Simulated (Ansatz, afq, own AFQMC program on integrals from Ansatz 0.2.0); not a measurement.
## Al$_{2}$, triplet in cc-pVDZ, levels against full CI

| atom | x (Å) | y (Å) | z (Å) |
| --- | --- | --- | --- |
| Al | 0.0000 | 0.0000 | 0.0000 |
| Al | 0.0000 | 0.0000 | 3.0980 |

Basis cc-pVDZ. Only valence electrons are correlated. AFQMC by an in-house program on the Cholesky factors that Ansatz 0.2.0 writes for its CCSD(T) run. The CISD trial takes its coefficients from CCSD amplitudes. Released means that phaseless walkers are propagated on without the constraint, phases kept. Uncertainties: one standard error, sampling alone.

Determinant: ROHF, the one that the program's search chose, which needn't be the lowest solution. The geometry is a point of a scan.

Full CI on the same integrals is exact in this basis and with this determinant's frozen core.

Cautions: lower spins were not checked; the ph-AFQMC/CISD walk drifts between its halves (2.5 errors); the released energy hasn't reached full CI (17 meV above it at 2.40 1/Eh), so no released level is given (meV from the phaseless value at times in 1/Eh: -7 ± 3 at 0.24, -9.7 ± 2.5 at 0.51, -19 ± 4 at 0.99, -21.5 ± 2.0 at 1.62, -23 ± 4 at 2.40).

```
T1 diagnostic                               : 0.0293
weight of the determinant in the CISD state : 0.854
size of the correlated space                : 6 electrons in 26 orbitals
```

Reference: full CI, correlation energy -3.243 eV.

```csv
level,E − E(reference) (kJ/mol),share of correlation (%)
HF,312.9,0.00
MP2,97.8,68.75
CCSD,18.2,94.18
CCSD(T),5.7,98.17
CCSDT,1.0,99.69
CCSDT(Q),0.2,99.93
CCSDTQ,0.0,99.99
ph-AFQMC/CISD,3.9 ± 0.3,98.76
```

CCSDT and higher add their correlation energy to the determinant of the CCSD(T) run, since their own runs factorise the integrals more tightly (a shift of under 2 meV). A walk keeps the symmetry of its determinant, which the program's search chose and which needn't be the lowest solution, so a lower state of the same spin and another symmetry isn't excluded.
